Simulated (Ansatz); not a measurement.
**CH3Si (quartet): from Hartree-Fock to the top rungs, cc-pVDZ**

An exercise on one series of results from a longer session: the logs are not shown, and one member is left open.

Computed with Ansatz 0.2.0, Gaussian basis. Level: cc-pVDZ, core rule «outside noble gas», up to 6 orbitals frozen.

Plan: UHF; CCSD(T) on ROHF; CCSD(T) on UHF; BCCD(T) on ROHF; CISD; CCSDT(Q) on ROHF; CCSDT(Q) on UHF; CASSCF and MRCISD+Q, 11 electrons in 11 orbitals; CASSCF and NEVPT2, 11 electrons in 11 orbitals.

21 further runs of the same task are left out: 1 for a known fault of the program, 8 that didn't finish, 12 set aside as unsound or not needed.

## The system

The geometry is a PBE0/def2-TZVP stationary point (not a proven minimum) of the parent state, kept for this charge and spin.

5 atoms, charge 0, spin multiplicity 4.

Atoms are counted from 1 here; the program's logs count them from 0.

Bond lengths: Si1–C2 1.889 Å, C2–H3 1.094 Å, C2–H4 1.094 Å, C2–H5 1.104 Å. Angles: Si1–C2–H3 114.9°, Si1–C2–H4 114.9°, Si1–C2–H5 103.3°, H3–C2–H4 109.8°, H3–C2–H5 106.5°, H4–C2–H5 106.5°.

As a file:

```
Si   -0.00131    0.00000    0.68603
C    -0.01173    0.00000   -1.20273
H    -0.44259   -0.89442   -1.66114
H    -0.44259    0.89442   -1.66114
H     1.06146    0.00000   -1.46172
```

Set-up of the first run:

Contents of in.yaml:

```yaml
crystal:
  periodic: [false, false, false]
  atoms:
    - {symbol: Si, position_ang: [-0.001312, 0.000000, 0.686035]}
    - {symbol: C, position_ang: [-0.011727, 0.000000, -1.202731]}
    - {symbol: H, position_ang: [-0.442590, -0.894419, -1.661140]}
    - {symbol: H, position_ang: [-0.442590, 0.894419, -1.661140]}
    - {symbol: H, position_ang: [1.061461, 0.000000, -1.461718]}
basis:
  gaussian: {orbitals: cc-pVDZ}
magnetization: {spin_polarized: true, initial_magnetization: 3}
hamiltonian: {xc: hf}
output: {orbitals: {seedname: orbitals}}
```

Run with:

```sh
> ansatz run in.yaml --threads 1 --pin off --events-out ev --progress --plain --max-ram 2393MiB
```

Steps of the session up to this table: UHF; CCSD(T) on ROHF; CCSD(T) on UHF; BCCD(T) on ROHF; CISD; CCSDT(Q) on ROHF; CCSDT(Q) on UHF; CASSCF and MRCISD+Q, 11 electrons in 11 orbitals; CASSCF and NEVPT2, 11 electrons in 11 orbitals.

One of the session's tables, all rows but one given; the rest of the session is left out.

```
          method  from UCCSDT(Q) (meV)
            ROHF               +6269.4
             UHF               +6239.2
            RMP2               +1005.9
            UMP2               +1004.3
            CISD                +597.3
           RCCSD                +208.5
           UCCSD                +207.3
        RCCSD(T)                 +32.7
        UCCSD(T)                 +32.5
         BCCD(T)                 +33.4
          RCCSDT                 +10.4
          UCCSDT                 +10.1
       RCCSDT(Q)                  +0.6
       UCCSDT(Q)                     0
  CASSCF valence               +3906.8
  NEVPT2 valence               +1060.5
  MRCISD valence                +276.7
MRCISD+Q valence                     ?
```

Q: Estimate the row for MRCISD+Q valence from the others.

**Answer.** from UCCSDT(Q) (meV): +45.5. In the column «from UCCSDT(Q) (meV)» it lies between BCCD(T) (+33.4) and UCCSD (+207.3).

To keep in mind: Restricted and unrestricted rows rest on different reference determinants; where their highest levels disagree by more than a few hundredths of an eV, they describe different states and don't form one ladder.
